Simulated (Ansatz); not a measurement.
# CH₅FSi: how energies converge with the basis set

The task here is to estimate one member of a computed series from the others.

The runs use Ansatz 0.2.0, Gaussian basis; one geometry, several basis sets.

Levels to be run: PBE0-D4/def2-SVP; ωB97M-V/def2-SVP; PBE0-D4/def2-QZVPP; ωB97M-V/def2-QZVPP; CCSD(T)/cc-pV(D+d)Z; CCSD(T)/cc-pV(T+d)Z; CCSD(T)/cc-pV(Q+d)Z; the functionals' def2-TZVPP values are taken from earlier runs.

### Structure used throughout

The geometry comes from an earlier relaxation with PBE0-D4 in a triple-zeta def2 set; it is a stationary point, not always the lowest conformer.

8 atoms, charge 0, spin multiplicity 1.

Atoms are counted from 1 here; the program's logs count them from 0.

Bond lengths: C1–Si2 1.853 Å, C1–H4 1.092 Å, C1–H5 1.094 Å, C1–H6 1.092 Å, Si2–F3 1.604 Å, Si2–H7 1.485 Å, Si2–H8 1.485 Å. Angles: Si2–C1–H4 111.0°, Si2–C1–H5 110.1°, Si2–C1–H6 111.1°, H4–C1–H5 108.1°, H4–C1–H6 108.4°, H5–C1–H6 108.1°, C1–Si2–F3 109.4°, C1–Si2–H7 111.5°, C1–Si2–H8 111.5°, F3–Si2–H7 107.3°, F3–Si2–H8 107.3°, H7–Si2–H8 109.7°.

Set-up of the first run:

Contents of in.yaml:

```yaml
crystal:
  periodic: [false, false, false]
  atoms:
    - {symbol: C, position_ang: [-0.521368, 0.700322, -0.437023]}
    - {symbol: Si, position_ang: [0.448405, -0.641987, 0.395191]}
    - {symbol: F, position_ang: [1.946493, -0.649558, -0.178754]}
    - {symbol: H, position_ang: [-0.562374, 0.542531, -1.517142]}
    - {symbol: H, position_ang: [-1.546705, 0.713199, -0.056522]}
    - {symbol: H, position_ang: [-0.077171, 1.680254, -0.248375]}
    - {symbol: H, position_ang: [0.538719, -0.420776, 1.860681]}
    - {symbol: H, position_ang: [-0.133701, -1.981185, 0.126044]}
basis:
  gaussian: {orbitals: def2-SVP}
hamiltonian: {xc: pbe0, dispersion: d4}
output: {orbitals: {seedname: orbitals}}
```

Command:

```console
> ansatz run in.yaml --threads 2 --pin off --events-out ev --progress --plain --max-ram 20480MiB --backend cpu
```

Steps of the session up to this table: PBE0-D4 in def2-SVP; ωB97M-V in def2-SVP; PBE0-D4 in def2-QZVPP; ωB97M-V in def2-QZVPP.

One table of the session follows, with a row left open; its other results are not shown here.

| functional | basis | HOMO (eV) | LUMO (eV) |
| --- | --- | --- | --- |
| PBE0-D4 | def2-SVP | -9.19 | 1.09 |
| PBE0-D4 | def2-TZVPP | -9.24 | 0.49 |
| PBE0-D4 | def2-QZVPP | -9.25 | 0.28 |
| ωB97M-V | def2-SVP | -11.44 | 3.04 |
| ωB97M-V | def2-TZVPP | ? | ? |
| ωB97M-V | def2-QZVPP | -11.52 | 1.65 |

Q: Estimate the row for ωB97M-V, def2-TZVPP from the others.

**Answer.** HOMO (eV): -11.51; LUMO (eV): 2.17. In the column «HOMO (eV)» it lies between ωB97M-V, def2-QZVPP (-11.52) and ωB97M-V, def2-SVP (-11.44).
